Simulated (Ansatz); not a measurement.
# CH2F2, singlet: the ladder up to RCCSDTQ

Geometry: MP2(full)/6-31G*, from the G2/97 set.

```xyz
5

C     0.0000    0.0000    0.5562
F     0.0000    1.1097   -0.2373
F     0.0000   -1.1097   -0.2373
H    -0.9084    0.0000    1.1600
H     0.9084    0.0000    1.1600
```

Basis cc-pVDZ; Ansatz 0.2.0. Correlated methods freeze the noble-gas cores, which leaves 20 electrons in 49 orbitals. Prefix R: restricted or restricted open-shell reference.

Full CI isn't at hand for all of this; RCCSDTQ serves as the reference, and is uncertain by about the last step of the cluster series.

The UHF ⟨S²⟩ is 0.000. The T1 diagnostic (RCCSD) is 0.0108 and the largest doubles amplitude (RCCSD) is 0.028.

```tsv
level	E − E(RCCSDTQ) (mEh)	share of correlation (%)	wall time
RHF	540.89	0.00	–
RMP2	29.35	94.57	–
RCCSD	11.26	97.92	–
RCCSD(T)	1.47	99.73	1 s
RCCSDT	0.96	99.82	–
RCCSDT(Q)	-0.07	100.01	16 s (H100)
```

The correlation energy at RCCSDTQ, counted from RHF, is -14.718 eV. That run took 6.5 min on 2 threads of AMD EPYC 7R13 with a shared H100 80 GB, shared host.

Times hold each run's SCF and search for its determinant on a shared host, so for small cases they say little of a method's own cost; rows without a card ran on 1 thread of AMD EPYC 7R13.

Atomization energy (electronic, same basis, no zero-point term; atoms at the same level, unrestricted beside the R rows where the molecule is a closed shell, with restricted open-shell steps beyond CCSDT(Q)) at RCCSDTQ: 1671.7 kJ/mol. Errors of other levels:

```
    level  error (kJ/mol)
      RHF          -424.5
     RMP2            44.3
    RCCSD           -20.6
 RCCSD(T)            -2.0
   RCCSDT            -1.9
RCCSDT(Q)             0.2
```

This basis is far from its limit, so the value isn't to be set against a measured one.
